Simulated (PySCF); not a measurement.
## From computed data to an observable: entropy of an ideal gas

C₂H₆, SMILES CC.

Geometry optimised at r2SCAN-D4/def2-TZVP.

r2SCAN-D4/def2-TZVP (PySCF) gives the harmonic wavenumbers 316, 824, 824, 1009, 1218, 1218, 1398, 1412, 1500, 1500, 1501, 1501, 3031, 3033, 3088, 3088, 3115, 3115 cm⁻¹ and the rotational temperatures 3.8721, 0.9626, 0.9626 K. The molar mass is 30.07 g/mol, the symmetry number 6, the spin multiplicity 1.

### Question
Work out the entropy at 298.15 K and 1 atm in the rigid-rotor, harmonic-oscillator model.

### Answer

Translation (Sackur–Tetrode at 1 atm): S = R[1.5 ln M + 2.5 ln T − 1.16487] = 151.2 J/(mol K).
Rotation: q = (√π/σ) T^1.5/√(θA θB θC) = 803, S = R[ln q + 3/2] = 68.1 J/(mol K).
Vibration: with u = 1.4388 ν/T, each mode gives R[u/(e^u − 1) − ln(1 − e^−u)]:
```json
[
 {"ν (cm⁻¹)": "316", "modes": "1", "u": "1.52", "S (J/(mol K))": "5.57"},
 {"ν (cm⁻¹)": "824", "modes": "2", "u": "3.98", "S (J/(mol K))": "1.58"},
 {"ν (cm⁻¹)": "1009", "modes": "1", "u": "4.87", "S (J/(mol K))": "0.38"},
 {"ν (cm⁻¹)": "1218", "modes": "2", "u": "5.88", "S (J/(mol K))": "0.32"},
 {"ν (cm⁻¹)": "1398", "modes": "1", "u": "6.75", "S (J/(mol K))": "0.08"},
 {"ν (cm⁻¹)": "1412", "modes": "1", "u": "6.81", "S (J/(mol K))": "0.07"},
 {"ν (cm⁻¹)": "1500", "modes": "2", "u": "7.24", "S (J/(mol K))": "0.10"},
 {"ν (cm⁻¹)": "1501", "modes": "2", "u": "7.24", "S (J/(mol K))": "0.10"}
]
```
The stiffer modes add less than 0.005 each. Sum 8.2 J/(mol K).
Spin: R ln 1 = 0.0 J/(mol K).
Total 227.5 J/(mol K); the program's own thermochemistry gives 227.5. Translation makes up 66 % and vibration 4 %. Anharmonicity, hindered rotation and orbital degeneracy are left out.
